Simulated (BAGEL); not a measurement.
# NClO (nitrosyl chloride) at 3 levels

Aim: a comparison of 3 runs (HF/STO-3G, HF/cc-pVTZ, FCI/STO-3G) of NClO (nitrosyl chloride). 

The results are computed with BAGEL 1.2.2.

2 further runs of the same task are left out: 2 that didn't finish.

## 1. The system as given

NClO: 3 atoms, total charge 0, spin state singlet. SMILES: `O=NCl`. The N2–Cl3 distance was set to 3.946 Å, away from the relaxed value. At this shape a bond of the SMILES string is far longer than usual.

Bond lengths: O1–N2 1.163 Å.

## 2. A single-point energy at HF/STO-3G (density fitting with qzvpp-jkfit) (run 1)

Contents of calc.json:

```json
{ "bagel" : [

{
  "title" : "molecule",
  "basis" : "sto-3g",
  "df_basis" : "qzvpp-jkfit",
  "angstrom" : "true",
  "geometry" : [
    { "atom" : "O", "xyz" : [    2.204041,   -2.040617,    0.993257 ] },
    { "atom" : "N", "xyz" : [    1.214451,   -2.265967,    0.424537 ] },
    { "atom" : "Cl", "xyz" : [   -1.001310,    0.877440,   -0.456580 ] }
  ]
},
{ "title" : "hf" },
{ "title" : "print", "file" : "orbitals.molden", "orbitals" : "true" }

]}
```

On the command line:

```
BAGEL_NUM_THREADS=1 BAGEL calc.json > calc.out
```

The program printed:

```text
* using 1 threads per process

  ===============================================================
  ===============================================================

  *** Geometry ***

  { "atom" : "O", "xyz" : [      4.165034,     -3.856207,      1.876984 ] },
  { "atom" : "N", "xyz" : [      2.294980,     -4.282057,      0.802259 ] },
  { "atom" : "Cl", "xyz" : [     -1.892202,      1.658121,     -0.862811 ] },

  Number of auxiliary basis functions:      282

  Since a DF basis is specified, we compute 2- and 3-index integrals:
    o Being stored without compression. Storage requirement is 0.001 GB

  Number of basis functions:       19
  Number of electrons      :       32

    * METHOD: MOLECULE                             0.04

  *** RHF ***

  === Nuclear Repulsion ===
    57.1776883234

      * DIIS with orbital gradients will be used.

  === RHF iteration (sto-3g) ===
      0       -581.80151148          0.01003025           0.00
      1       -577.75287662          0.01192829           0.00
      2       -581.80740660          0.00319100           0.00
      3       -581.80908411          0.00209067           0.00
      4       -577.75358174          0.01174647           0.00
      5       -577.75364916          0.01176958           0.00
      6       -581.81028969          0.00176765           0.00
      7       -577.76441941          0.01784940           0.00
      8       -577.76456203          0.01784537           0.00
      9       -577.75890322          0.01473299           0.00
     10       -577.78563723          0.02617484           0.00
     11       -577.85668309          0.04332085           0.00
     12       -581.78380050          0.01825174           0.00
     13       -581.80442449          0.00506975           0.00
     14       -581.80844974          0.00285752           0.00
     15       -577.75493156          0.01232692           0.00
[... 37 lines of this table left out ...]
     53       -581.88547628          0.00004081           0.00
     54       -581.88547693          0.00002014           0.00
     55       -581.88547741          0.00001238           0.00
     56       -581.88547745          0.00000745           0.00
     57       -581.88547746          0.00000123           0.00
     58       -581.88547746          0.00000012           0.00
     59       -581.88547746          0.00000001           0.00
     60       -581.88547746          0.00000001           0.00
    * SCF iteration converged.

    * Permanent dipole moment:
           (   -2.212934,     2.517122,    -0.946909) a.u.

    * METHOD: HF                                   0.21

    * METHOD: PRINT                                0.00

  ===============================================================
```

Run time: 0.38 s. Hardware: 1 thread of Arm Neoverse V1, shared host.

## 3. A single-point energy at HF/cc-pVTZ (density fitting with qzvpp-jkfit) (run 2)

Contents of job.json:

```json
{ "bagel" : [

{
  "title" : "molecule",
  "basis" : "cc-pvtz.json",
  "df_basis" : "qzvpp-jkfit",
  "angstrom" : true,
  "geometry" : [
    { "atom" : "O", "xyz" : [       2.204041,      -2.040617,       0.993257 ] },
    { "atom" : "N", "xyz" : [       1.214451,      -2.265967,       0.424537 ] },
    { "atom" : "Cl", "xyz" : [      -1.001310,       0.877440,      -0.456580 ] }
  ]
},

{ "title" : "hf" },

{ "title" : "print", "file" : "orbitals.molden", "orbitals" : true }

]}
```

The basis set cc-pVTZ is read from a file made from the Basis Set Exchange's data (not shown).

On the command line:

```
BAGEL_NUM_THREADS=1 BAGEL job.json > job.out
```

The program printed:

```text
* using 1 threads per process

  ===============================================================
  ===============================================================

  *** Geometry ***

  { "atom" : "O", "xyz" : [      4.165034,     -3.856207,      1.876984 ] },
  { "atom" : "N", "xyz" : [      2.294980,     -4.282057,      0.802259 ] },
  { "atom" : "Cl", "xyz" : [     -1.892202,      1.658121,     -0.862811 ] },

  Number of auxiliary basis functions:      282

  Since a DF basis is specified, we compute 2- and 3-index integrals:
    o Being stored without compression. Storage requirement is 0.020 GB

  Number of basis functions:       94
  Number of electrons      :       32

    * METHOD: MOLECULE                             0.09

  *** RHF ***

  === Nuclear Repulsion ===
    57.1776883234

      * DIIS with orbital gradients will be used.

  === RHF iteration (cc-pvtz.json) ===
      0       -588.47089926          0.01818222           0.02
      1       -584.26095941          0.04341209           0.03
      2       -588.49876943          0.01339782           0.02
      3       -588.55650588          0.00895446           0.02
      4       -588.59151529          0.00516367           0.02
      5       -588.61623154          0.00128007           0.03
      6       -588.62252959          0.00100168           0.02
      7       -588.62742683          0.00159546           0.02
      8       -588.62864769          0.00079985           0.02
      9       -588.63017036          0.00059870           0.02
     10       -588.63065440          0.00018327           0.02
     11       -588.63073935          0.00008567           0.02
     12       -588.63076439          0.00002408           0.02
     13       -588.63076531          0.00001229           0.02
     14       -588.63076569          0.00000511           0.02
     15       -588.63076573          0.00000440           0.02
     16       -588.63076577          0.00000246           0.02
     17       -588.63076581          0.00000168           0.02
     18       -588.63076583          0.00000130           0.02
     19       -588.63076586          0.00000101           0.02
     20       -588.63076587          0.00000055           0.02
     21       -588.63076588          0.00000029           0.02
     22       -588.63076588          0.00000020           0.02
     23       -588.63076588          0.00000011           0.02
     24       -588.63076588          0.00000007           0.02
     25       -588.63076588          0.00000004           0.02
     26       -588.63076588          0.00000003           0.02
     27       -588.63076588          0.00000003           0.02
     28       -588.63076588          0.00000002           0.02
     29       -588.63076588          0.00000002           0.02
     30       -588.63076588          0.00000001           0.03
     31       -588.63076588          0.00000001           0.03
    * SCF iteration converged.

    * Permanent dipole moment:
           (   -3.007446,     3.634169,    -1.263940) a.u.

    * METHOD: HF                                   0.88

    * METHOD: PRINT                                0.02

  ===============================================================
```

Run time: 1.1 s. Hardware: 1 thread of Arm Neoverse V1, shared host.

## 4. The energy at FCI/STO-3G (density fitting with qzvpp-jkfit) (run 3)

Contents of input.json:

```json
{ "bagel": [

{
  "title": "molecule",
  "basis": "sto-3g",
  "df_basis": "qzvpp-jkfit",
  "angstrom": true,
  "geometry": [
    { "atom": "O", "xyz": [    2.204041,   -2.040617,    0.993257 ] },
    { "atom": "N", "xyz": [    1.214451,   -2.265967,    0.424537 ] },
    { "atom": "Cl", "xyz": [   -1.001310,    0.877440,   -0.456580 ] }
  ]
},
{
  "title": "hf",
  "charge": 0
},
{
  "title": "fci",
  "nstate": 1,
  "charge": 0,
  "ncore": 7
}

]}
```

On the command line:

```
BAGEL_NUM_THREADS=1 BAGEL input.json > input.out
```

The program printed:

```text
* using 1 threads per process

  ===============================================================
  ===============================================================

  *** Geometry ***

  { "atom" : "O", "xyz" : [      4.165034,     -3.856207,      1.876984 ] },
  { "atom" : "N", "xyz" : [      2.294980,     -4.282057,      0.802259 ] },
  { "atom" : "Cl", "xyz" : [     -1.892202,      1.658121,     -0.862811 ] },

  Number of auxiliary basis functions:      282

  Since a DF basis is specified, we compute 2- and 3-index integrals:
    o Being stored without compression. Storage requirement is 0.001 GB

  Number of basis functions:       19
  Number of electrons      :       32

    * METHOD: MOLECULE                             0.05

  *** RHF ***

  === Nuclear Repulsion ===
    57.1776883234

      * DIIS with orbital gradients will be used.

[... 6 lines left out ...]
    * SCF iteration converged.
[... 1 line left out ...]
    * Permanent dipole moment:
[... 141 lines left out ...]
     * ci vector, state   0, <S^2> = -0.0000
       222222222...    -0.5642962332
       22222222.2..     0.5480290716
       22222222ba..    -0.2679085569
       22222222ab..    -0.2679085568
       2222222b2a..     0.2106297049
       2222222a2b..     0.2106297047
       2222222ba2..    -0.1287901572
       2222222ab2..    -0.1287901572
       2222.2222.2.     0.0957486188
       222222a22.b.     0.0931992825
       222222b22.a.     0.0931992825
       2222.222.22.    -0.0926521505
       222ab222b2a.    -0.0616138706
       222ba222a2b.    -0.0616138706
       222222b2aba.    -0.0583149831
       222222a2bab.    -0.0583149831
       222222b2baa.    -0.0583048609
       222222a2abb.    -0.0583048609

    * METHOD: FCI                                  5.55

  ===============================================================
```

Run time: 6 s. Hardware: 1 thread of Arm Neoverse V1, shared host; peak memory 0.12 GiB.

## 5. All runs side by side

```csv
run,level,number of roots,frozen core orbitals,energy (Eh),dipole moment (D),HOMO energy (eV),LUMO energy (eV),wall time
1,HF/STO-3G (density fitting with qzvpp-jkfit),–,–,-581.885477,8.85,-5.29,-1.57,0.38 s
2,HF/cc-pVTZ (density fitting with qzvpp-jkfit),–,–,-588.630766,12.41,-8.28,-4.03,1.1 s
3,FCI/STO-3G (density fitting with qzvpp-jkfit),1,7,-582.207312,–,–,–,6 s
```

## 6. What came out

```
           quantity          value
run 3: total energy  -582.20731 Eh
```

In words: Against full CI in this basis: HF +321.8 mEh. In runs 1, 3 the basis is minimal, so the values are rough. In runs 1, 2 a closed-shell determinant meets a far-stretched bond, which it describes badly. All runs together took 7.5 s, the longest 6 s.
